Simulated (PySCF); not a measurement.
Gas-phase reaction: Al + 2 AlCl3.H2O + 3 O = 3 AlCl2OH + HO2

Method: PySCF energies (xtb for GFN2) plus ideal-gas RRHO corrections (1 bar). † marks an energy on the PBE0/def2-TZVP geometry and frequencies; other levels use their own. CCSD(T) freezes the core. Open shells (unrestricted): Al (multiplicity 2, electronic degeneracy 6), O (multiplicity 3, electronic degeneracy 9), HO2 (multiplicity 2); the rest are closed-shell singlets. GFN2 has no spin-polarisation term. Spin-orbit splitting is ignored; it lowers the true energy and changes the entropy of Al, O. B3LYP is the form with VWN-RPA correlation. Adducts (AlCl3.H2O) have no counterpoise correction, and HF, PBE, BLYP, B3LYP and PBE0 lack dispersion. AlCl3.H2O, AlCl2OH: computed as isolated molecules; such fragments, hydroxides, amides, oligomers or adducts are transient or little studied in the gas. CCSD(T) isn't extrapolated to the basis-set limit; its ΔH°(298 K) is -1165.1 kJ in def2-SVP and -1293.5 kJ in def2-TZVPP. The harmonic model lacks anharmonicity and excited electronic states, which grow with temperature; levels with a mode under 35 cm⁻¹ are left out. Soft modes under 120 cm⁻¹ make the harmonic entropy rough for AlCl3.H2O. Warning, point group unlike the PBE0 one: AlCl2OH (GFN2-xTB).

| level | ΔE electronic, kJ | ΔH°(298 K), kJ | ΔS°(298 K), J/K | ΔG°(800 K), kJ |
|---|---|---|---|---|
| B3LYP/def2-TZVP† | -1364 | -1362 | -206 | -1189 |
| CCSD(T)/def2-SVP† | -1167 | -1165 | -206 | -992 |
| CCSD(T)/def2-TZVPP† | -1296 | -1294 | -206 | -1120 |
| GFN2-xTB | -2710 | -2702 | -251 | -2492 |
| HF/def2-TZVP† | -724 | -722 | -206 | -548 |
| M06-2X/def2-TZVP† | -1357 | -1355 | -206 | -1182 |
| PBE/def2-SVP | -1413 | -1412 | -197 | -1248 |
| r2SCAN/def2-TZVP† | -1389 | -1387 | -206 | -1214 |
| LDA/def2-TZVP† | -1687 | -1685 | -206 | -1512 |
ΔH° is lowest at GFN2-xTB and highest at HF/def2-TZVP†. No reference value is set beside these.
